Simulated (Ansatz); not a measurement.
System: diamond-structure Si. Method: HSE06 (Ansatz, an electronic-structure program, plane waves, PAW).

Run with plane-wave cutoff 460 eV, 8×8×8 k mesh, Fermi–Dirac smearing 0.01 eV, scalar-relativistic PAW data made under PBE.

Results at a series of volumes:

```json
[
 {"V (Å³/atom)": "19.112", "E − E_lowest (meV/atom)": "16.89"},
 {"V (Å³/atom)": "19.615", "E − E_lowest (meV/atom)": "4.04"},
 {"V (Å³/atom)": "20.155", "E − E_lowest (meV/atom)": "0.00"},
 {"V (Å³/atom)": "20.620", "E − E_lowest (meV/atom)": "3.66"},
 {"V (Å³/atom)": "21.123", "E − E_lowest (meV/atom)": "14.13"}
]
```

Task: Estimate the bulk modulus and its pressure derivative from these points.

Result: V0 = 20.119 Å³/atom, B0 = 98.3 GPa, B′ = 4.2 (fit to the energies at full precision).

Measured, for comparison: bulk modulus 101 GPa (0 K value with zero-point phonon effects removed; as tabulated in Sun et al. (2011), doi:10.1103/physrevb.84.035117); equilibrium volume per atom 19.91 Å³/atom (static lattice: zero-point anharmonic expansion removed; as tabulated in Mejia-Rodriguez and Trickey (2018), arXiv:1807.09216). Computed less measured: bulk modulus -2.7 %, equilibrium volume per atom +1.1 %.

Computed values are for the static lattice.

Computing time: very roughly 10 core-minutes.
